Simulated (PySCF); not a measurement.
Compound: C₅H₇N.
Numbering: `[CH2:1]=[N:2][C@H:3]1[CH2:4][C:5]1=[CH2:6]` (hydrogens: H7, H8 on C1; H9 on C3; H10, H11 on C4; H12, H13 on C6)

Torsions of this conformer, `[CH2:1]=[N:2][C@H:3]1[CH2:4][C:5]1=[CH2:6]`: C1–N2–C3–C4 151°.

The closed-shell ground state was solved at several levels (PySCF, density fitting, gas phase, non-relativistic). The structure is a single PBE0-D3(BJ)/def2-SVP conformer in the gas phase; no vibrational or solvent corrections.

```json
{"level": "B3LYP/6-31G-J", "basis functions": "100", "HOMO (eV)": "-6.77", "LUMO (eV)": "-0.32", "gap (eV)": "6.45", "dipole (D)": "1.44"}
{"level": "B3LYP/pcJ-1", "basis functions": "232", "HOMO (eV)": "-7.15", "LUMO (eV)": "-0.65", "gap (eV)": "6.50", "dipole (D)": "1.35"}
{"level": "LDA/pcJ-1", "basis functions": "232", "HOMO (eV)": "-6.01", "LUMO (eV)": "-1.73", "gap (eV)": "4.28", "dipole (D)": "1.30"}
{"level": "PBE0/pcJ-1", "basis functions": "232", "HOMO (eV)": "-7.38", "LUMO (eV)": "-0.42", "gap (eV)": "6.96", "dipole (D)": "1.38"}
{"level": "B3LYP/6-31G*", "basis functions": "98", "HOMO (eV)": "-6.87", "LUMO (eV)": "-0.23", "gap (eV)": "6.64", "dipole (D)": "1.27"}
{"level": "B3LYP/def2-SVPD", "basis functions": "176", "HOMO (eV)": "-7.20", "LUMO (eV)": "-0.79", "gap (eV)": "6.41", "dipole (D)": "1.39"}
{"level": "BHandHLYP/pcJ-1", "basis functions": "232", "HOMO (eV)": "-8.46", "LUMO (eV)": "0.78", "gap (eV)": "9.24", "dipole (D)": "1.49"}
{"level": "B3LYP/def2-TZVP", "basis functions": "228", "HOMO (eV)": "-7.18", "LUMO (eV)": "-0.75", "gap (eV)": "6.43", "dipole (D)": "1.34"}
{"level": "mPW1PW91/pcSseg-2", "basis functions": "314", "HOMO (eV)": "-7.44", "LUMO (eV)": "-0.58", "gap (eV)": "6.86", "dipole (D)": "1.39"}
{"level": "B3LYP/pcJ-0", "basis functions": "99", "HOMO (eV)": "-6.84", "LUMO (eV)": "-0.52", "gap (eV)": "6.32", "dipole (D)": "1.36"}
```

Task: Estimate the row for PBE0/pcSseg-1, a basis of 137 functions; the other rows only guide the guess.

Result: HOMO -7.38 eV, LUMO -0.42 eV, gap 6.96 eV, dipole 1.39 D.

Task: Over all these levels, which gives the widest orbital gap and which the narrowest?

Result: BHandHLYP/pcJ-1 (global hybrid, 50 % exact exchange) has the widest, 9.24 eV, and LDA/pcJ-1 (LDA) the narrowest, 4.28 eV. The two share the basis. From the narrowest to the widest the HOMO moves by -2.45 eV and the LUMO by +2.51 eV.

Task: How much does the basis alone move the frontier levels among the 6 B3LYP rows?

Result: The HOMO by 0.43 eV and the LUMO by 0.56 eV. By rising basis size (HOMO, LUMO in eV): 6-31G* -6.87, -0.23; pcJ-0 -6.84, -0.52; 6-31G-J -6.77, -0.32; def2-SVPD -7.20, -0.79; def2-TZVP -7.18, -0.75; pcJ-1 -7.15, -0.65.

Task: In the pcJ-1 basis, how does the gap go with the fixed share of exact exchange?

Result: LDA (0 %) 4.28 eV; B3LYP (20 %) 6.50 eV; PBE0 (25 %) 6.96 eV; BHandHLYP (50 %) 9.24 eV. Each rise in the share widens the gap here.

Task: How far do the dipole and the HOMO energy spread over the levels?

Result: The dipole runs from 1.27 to 1.49 D (mean 1.37 D) and the HOMO from -8.46 to -6.01 eV.
